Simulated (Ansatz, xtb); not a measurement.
## Relaxing a trial structure of AlFH3Si

The starting geometry of this gas-phase doublet has its atoms placed at random.

```xyz
6

Al   -0.6400    0.4963    1.1332
F    -0.6843   -1.5961    0.2581
Si    0.8632    0.4982   -1.6179
H     0.0493   -0.9974   -1.8664
H     0.1992    1.7961   -0.4012
H    -0.9657    1.5315    0.2431
```

Task: Guess where an optimisation with r2SCAN-D4/def2-SVP ends from this start.

Result: It ends as a structure with H4 bridging Al1 and Si3, H5 bridging Si3 and Al1, given below by its coordinates. Distances that change by over a tenth: Al1–H6 (1.40 → 1.57 Å). Contacts that close: Al1–F2 (2.27 → 1.67 Å), Al1–Si3 (3.13 → 2.57 Å), Al1–H4 (3.42 → 1.76 Å), Al1–H5 (2.18 → 1.76 Å), Si3–H5 (1.90 → 1.63 Å).

The energy falls by 6.33 eV over 19 steps:

```
step  E − E(last) (eV)
   1             6.330
   3             3.084
   5             1.912
   7             1.068
   9             0.394
  11             0.260
  13             0.079
  15             0.009
  17             0.000
  19             0.000
```

Final geometry (Å):

```xyz
6

Al   -0.6156    0.2476    0.0785
F    -0.4417   -1.0710    1.0837
Si    1.0133    0.6232   -1.8788
H    -0.3307   -0.2584   -1.5855
H     0.9781    0.9135   -0.2715
H    -1.7818    1.2737    0.3227
```

From the same start GFN2-xTB ends elsewhere, at `[F][AlH][SiH2]`.

From so rough a start the end depends on the optimiser's path, so another program may land elsewhere. No frequencies were run, so the end isn't proven a minimum. Open shells are spin-unrestricted. Run with Ansatz 0.2.0, 3 min on 1 thread of Arm Neoverse V1, on a shared host.
